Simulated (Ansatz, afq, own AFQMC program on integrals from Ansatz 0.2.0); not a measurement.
AFQMC on a folder of integrals that Ansatz 0.2.0 wrote.

```yaml
crystal:
  periodic: [false, false, false]
  atoms:
    - {symbol: C, position_ang: [0.000000, 0.000000, 0.000000]}
    - {symbol: H, position_ang: [0.000000, 0.000000, -1.093537]}
    - {symbol: H, position_ang: [0.000000, 0.000000, 1.093537]}
basis:
  gaussian: {orbitals: cc-pVDZ}
total_charge: 1
magnetization: {spin_polarized: true, initial_magnetization: 1}
correlation: {method: ccsd_t, electrons: outside_noble_gas, hamiltonian_folder: ham}
```

```sh
$ ansatz run in.yaml --threads 1 --pin off --events-out ev --progress --plain --max-ram 24576MiB --backend cuda --devices 0, --max-vram 18GiB
```

afq runs on the folder ham with

```
--method phaseless --trial cisd --walkers 4000 --populations 20 --least-time 60 --time-step 0.005 --steps-per-block 50 --equilibration-blocks 28 --max-blocks 4000 --target-error 0.00014 --factor-cut 1e-05 --start spin_pure --seed 2867 --release-times 0.24,0.51,0.99,1.62,2.4 --release-step 0.03 --release-every 3 --taylor-order 6
```

Times are imaginary, in 1/Eh. The walk had a cap of 122 s. With eight or more populations the least sampling time is a fifth of least-time, and the error comes from their spread.

Log:

```
orbitals 23  electrons 3 2  factors 161 of 221
reference energy -38.56501035 Eh
CCSD correlation -0.09712996 Eh in 10 cycles, weight of the determinant in the CISD state 0.9556
energy of the start -38.662052 Eh
 block  time / (1/Eh)  mean weight  energy / Eh
     1     0.250  1.0000  -38.661951
     2     0.500  1.0000  -38.662379
     3     0.750  0.9998  -38.662779
     4     1.000  0.9999  -38.663125
     5     1.250  1.0001  -38.663261
    12     3.000  1.0002  -38.663728
    19     4.750  1.0000  -38.663784
    26     6.500  1.0001  -38.663828
    33     8.250  1.0001  -38.663827
    40    10.000  0.9998  -38.663874
    47    11.750  1.0001  -38.663749
    51    12.750  0.9999  -38.663966
    54    13.500  0.9999  -38.663746
    61    15.250  1.0000  -38.663870
    68    17.000  1.0001  -38.663700
    73    18.250  1.0000  -38.663581
    75    18.750  1.0001  -38.663686
    78    19.500  0.9997  -38.663719
error from the spread of 20 populations
released: time / (1/Eh)  energy / Eh  error  mean overlap
  0.24  -38.663742  0.000098  0.9971
  0.51  -38.663834  0.000017  0.9973
  0.99  -38.663857  0.000016  0.9945
  1.62  -38.663837  0.000016  0.9932
  2.40  -38.663860  0.000022  0.9896
energy -38.663770 +/- 0.000020 Eh
(rows thinned)
```

The run passed its tests (sampling time, drift between the halves within three errors, error under three times the target), which doesn't prove that it has relaxed. The second half of the sampling lies above the first by 1.7 errors of their difference, so the energy may still be moving and its error bar be too small.

Against this walk (error 0.5 meV) on the same determinant: CCSD(T) 9.2 meV higher, CCSDT(Q) 1.4 meV lower, CCSDTQ 1.6 meV lower, full CI 1.7 meV lower. The error is statistical and leaves out the bias of the constraint. Released to 2.40 1/Eh the energy lies 2.4 ± 0.8 meV (both errors) below the phaseless value, which shows part or all of the bias of the constraint, and full CI lies 0.8 meV above the released value.

Cautions: constraint bias not in the error.

The walk took 20 s on 1 × NVIDIA H100 80GB HBM3 with 2 threads of AMD EPYC 7R13 Processor (Zen 3), with other jobs on the host (the card was shared). The log's last line is the phaseless energy.

CCSDT and higher add their correlation energy to the determinant of the CCSD(T) run, since their own runs factorise the integrals more tightly (a shift of under 2 meV). A walk keeps the symmetry of its determinant, which the program's search chose and which needn't be the lowest solution, so a lower state of the same spin and another symmetry isn't excluded.
